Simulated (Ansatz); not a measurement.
## TlGe: from a trial structure to a relaxed crystal

Computed with Ansatz, DFT PBE, scalar-relativistic, plane waves, PAW. Cutoff 420 eV, Γ-centred k mesh, Gaussian smearing, no spin polarisation in the final step.

TlGe was placed on the caesium chloride structure type (Pm-3m, No. 221), with Tl in place of Cs, Ge in place of Cl, at a guessed volume.

```yaml
crystal:
  lattice:
    - [3.63645, 0.00000, 0.00000]
    - [0.00000, 3.63645, 0.00000]
    - [0.00000, 0.00000, 3.63645]
  atoms:
    - { symbol: Tl, position: [0.00000, 0.00000, 0.00000] }
    - { symbol: Ge, position: [0.50000, 0.50000, 0.50000] }
```

Cell and atoms relax at zero pressure; the relaxation can't lower the symmetry of the start.

Energies over the elements count from the elements' standard structures at the same level, with no empirical corrections.

Task: Describe the relaxed structure.

Result: It keeps Pm-3m (No. 221). The result has the caesium chloride structure. Conventional cell: a = 3.694 Å. Around Tl lie 8 Ge at 3.20 Å and 6 Tl at 3.69 Å; around Ge lie 8 Tl at 3.20 Å and 6 Ge at 3.69 Å.

```cif
data_structure
_symmetry_space_group_name_H-M 'Pm-3m'
_symmetry_Int_Tables_number 221
_cell_length_a 3.6941
_cell_length_b 3.6941
_cell_length_c 3.6941
_cell_angle_alpha 90.000
_cell_angle_beta 90.000
_cell_angle_gamma 90.000
_cell_volume 50.41
loop_
_atom_site_label
_atom_site_type_symbol
_atom_site_symmetry_multiplicity
_atom_site_Wyckoff_symbol
_atom_site_fract_x
_atom_site_fract_y
_atom_site_fract_z
_atom_site_occupancy
Tl1 Tl 1 a 0.00000 0.00000 0.00000 1
Ge1 Ge 1 b 0.50000 0.50000 0.50000 1
```

Task: What are its volume, energy, density and gap?

Result: The volume per atom is 25.21 Å³. The density is 9.12 g/cm³. The energy over the elements is 0.33 eV/atom and the gap on the 16×16×16 mesh is 0 eV (a metal).

The final run used a 16×16×16 mesh on its 2-atom cell and 0.10 eV smearing. For metals, differences of a few meV/atom aren't resolved. Spin–orbit coupling is left out. A structure relaxed within its symmetry needn't be a true minimum. The steps took of the order of 21 core-seconds in all.

Cost: 2 runs of about 0.34 core-minutes in all, on Intel Xeon 6975P-C (Granite Rapids) (shared hosts).